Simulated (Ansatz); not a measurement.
# RbW: from a trial structure to a relaxed crystal

These are results of DFT PBE, scalar-relativistic, plane waves, PAW in Ansatz, not measurements.

The start puts RbW on the NaTl (B32) structure type (Fd-3m, No. 227), with Rb in place of Na, W in place of Tl, at a guessed volume.

Input of the last, converged step (default PAW datasets):

```yaml
crystal:
  lattice:
    - [0.0, 3.6206858344, 3.6206858344]
    - [3.6206858344, 0.0, 3.6206858344]
    - [3.6206858344, 3.6206858344, 0.0]
  atoms:
    - { symbol: Rb, position: [0.0, 0.0, 0.0] }
    - { symbol: Rb, position: [0.25, 0.25, 0.25] }
    - { symbol: W, position: [0.5, 0.5, 0.5] }
    - { symbol: W, position: [0.75, 0.75, 0.75] }
basis:
  ecutwfc: 420
kpoints:
  mp_grid: { grid: [12, 12, 12] }
hamiltonian:
  xc: pbe
scf:
  occupations: { method: gaussian, width: 0.1 }
output:
  forces: true
  stress: true
  eigenvalues: true
relax:
  adjacent_minimum: "off"
  f_tol: 0.01
  max_steps: 80
  cell: { stress_tol: 0.05 }
```

Launched as:

```bash
ansatz run input.yaml --threads 1 --pin off --max-ram 2560MiB --backend cpu --events-out ev --progress --plain --runs-dir out
```

The run took 33 s on 1 thread of Arm Neoverse V2 (shared host), peak memory 0.45 GiB.

The program printed at the end:

```
SCF converged after 7 iterations
Free energy (F): -27294.746676 eV
Harris-Foulkes:  -27294.746676 eV  (|F-HF|=1.46e-11)
Internal energy: -27294.733399 eV  (E = F + TS)
E sigma→0 (E₀):  -27294.740037 eV
Entropy (-TS):   -0.013277 eV (-3.319 meV/atom)
Fermi energy:    12.602872 eV
--- Per-component energies (eV) ---
  E_band       = -439.685231
  E_kinetic    = 1279.312697
  E_local      = -2718.114509  (includes V_loc(G=0)·N_el)
  E_nonlocal   = 356.738915
  E_hartree    = 855.824504
  E_xc         = -789.923599
  E_vxc        = -745.162453  (∫ρ·V_xc dr)
  E_paw        = -22361.704828  (= ΣΔE_a)
  E_vpaw       = -324.108772  (= ΣTr[D̂ρ^β])
  E_aug_tail   = -0.000117  (compensation charges beyond the density's cutoff)
  E_ewald      = -3916.866462
  E_smearing   = -0.013277  (= −TS)
  E_closure    =  0.000000  (closes the sum)
  Σ components = -27294.746676   (vs F -27294.746676, Δ=0.00e0)
--- Forces (eV/Å), atoms counted from 1 ---
  atom   1  Rb     0.00000000     0.00000000     0.00000000
  atom   2  Rb     0.00000000     0.00000000     0.00000000
  atom   3  W      0.00000000     0.00000000     0.00000000
  atom   4  W      0.00000000     0.00000000     0.00000000
  max |Σ_I F_I| component: 1.04e-17 eV/Å
--- Stress (GPa, compression-positive) ---
        0.021514       0.000000       0.000000
        0.000000       0.021514       0.000000
        0.000000       0.000000       0.021514
  P = ⅓ Tr σ = 0.0215 GPa (0.215 kbar)
--- Relaxed structure (2 steps of the walk, 2 accepted, 1 SCFs on fresh bases) ---
  F+E_penalty+E_count = -27294.74667577 eV   max|allowed force component| = 3.600e-17 eV/Å   (the final SCF, on the basis selected at the relaxed cell)
  cell:  # Å, volume = 94.8010 Å³
    - [0.000000, 3.619047, 3.619047]
    - [3.619047, 0.000000, 3.619047]
    - [3.619047, 3.619047, 0.000000]
  atoms:
    - { symbol: Rb, position: [0.000000, 0.000000, 0.000000] }
    - { symbol: Rb, position: [0.25, 0.25, 0.25] }
    - { symbol: W, position: [0.5, 0.5, 0.5] }
    - { symbol: W, position: [0.750000, 0.750000, 0.750000] }
```

Total energies depend on the potentials used, so only differences within one code and one set of settings carry meaning.

The result has space group Fd-3m (No. 227). Rb is coordinated by 4 Rb at 3.13 Å, 4 W at 3.13 Å and 6 W at 3.62 Å; W has 4 Rb at 3.13 Å, 4 W at 3.13 Å and 6 Rb at 3.62 Å.

Against the elements it lies at 2.40 eV/atom. Energies over the elements count from the elements' standard structures at the same level, with no empirical corrections.

For metals, differences of a few meV/atom aren't resolved. Spin–orbit coupling is left out.

A structure relaxed within its symmetry needn't be a true minimum.